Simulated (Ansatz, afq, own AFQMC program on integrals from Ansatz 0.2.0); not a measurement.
AFQMC on a folder of integrals that Ansatz 0.2.0 wrote.

```yaml
crystal:
  periodic: [false, false, false]
  atoms:
    - {symbol: O, position_ang: [0.000000, -0.064607, 0.000000]}
    - {symbol: H, position_ang: [0.000000, 0.512764, -0.821140]}
    - {symbol: H, position_ang: [0.000000, 0.512764, 0.821140]}
basis:
  gaussian: {orbitals: cc-pVDZ}
total_charge: 1
magnetization: {spin_polarized: true, initial_magnetization: 3}
correlation: {method: ccsd_t, electrons: outside_noble_gas, hamiltonian_folder: ham}
```

```sh
$ ansatz run in.yaml --threads 1 --pin off --events-out ev --progress --plain --max-ram 1843MiB
```

afq runs on the folder ham with

```
--method phaseless --trial cisd --walkers 20 --populations 1 --least-time 40 --time-step 0.04 --steps-per-block 25 --equilibration-blocks 3 --max-blocks 40 --target-error 0.00064 --factor-cut 1e-05 --start determinant --seed 6954 --release-times 0.2,0.4 --release-step 0.05 --release-every 1 --taylor-order 8
```

Times are imaginary, in 1/Eh. The walk had a cap of 212 s.

Log:

```
orbitals 23  electrons 5 2  factors 162 of 217
reference energy -75.20941694 Eh
CCSD correlation -0.14234794 Eh in 10 cycles, weight of the determinant in the CISD state 0.9516
energy of the start -75.351765 Eh
 block  time / (1/Eh)  mean weight  energy / Eh
     1     1.000  0.9899  -75.353523
     2     2.000  0.9938  -75.355583
     3     3.000  0.9815  -75.360018
     4     4.000  1.0150  -75.353764
     5     5.000  0.9852  -75.356113
     7     7.000  1.0261  -75.356365
     9     9.000  0.9882  -75.355591
    11    11.000  1.0040  -75.356720
    13    13.000  0.9943  -75.361488
    15    15.000  0.9984  -75.354465
    16    16.000  1.0185  -75.350617
    17    17.000  1.0104  -75.359608
    19    19.000  1.0160  -75.354386
    21    21.000  1.0077  -75.353262
    23    23.000  0.9850  -75.353898
    25    25.000  0.9975  -75.352985
    27    27.000  1.0043  -75.354481
    29    29.000  0.9839  -75.357071
    31    31.000  1.0380  -75.354010
    33    33.000  0.9866  -75.355220
    35    35.000  0.9855  -75.355087
    37    37.000  1.0108  -75.355109
    39    39.000  0.9869  -75.354939
    41    41.000  0.9841  -75.353354
    43    43.000  1.0276  -75.354871
blocks merged  error / Eh  count
     1  0.000323  40
     2  0.000256  20
     4  0.000297  10
released: time / (1/Eh)  energy / Eh  error  mean overlap
  0.20  -75.354885  0.000376  0.9920
  0.40  -75.354991  0.000340  0.9835
energy -75.354895 +/- 0.000323 Eh
(rows thinned)
```

The run failed at least one of its tests; the cautions name the faults.

Against this walk (error 8.8 meV) on the same determinant: CCSD(T) 15.0 meV higher (within the noise), CCSDT(Q) 5.8 meV lower (within the noise), full CI 6.3 meV lower (within the noise). The error is statistical and leaves out the bias of the constraint. Released to 0.40 1/Eh the energy moves by -3 ± 13 meV (both errors), within twice the noise.

Cautions: constraint bias not in the error; error not settled; another spin lies lower (by 12.28 eV); so few walkers bias the energy; the time-step error isn't removed.

The walk took 4.8 s on 1 thread of Arm Neoverse V1, with other jobs on the host. The log's last line is the phaseless energy.

CCSDT and higher add their correlation energy to the determinant of the CCSD(T) run, since their own runs factorise the integrals more tightly (a shift of under 2 meV). A walk keeps the symmetry of its determinant, which the program's search chose and which needn't be the lowest solution, so a lower state of the same spin and another symmetry isn't excluded.
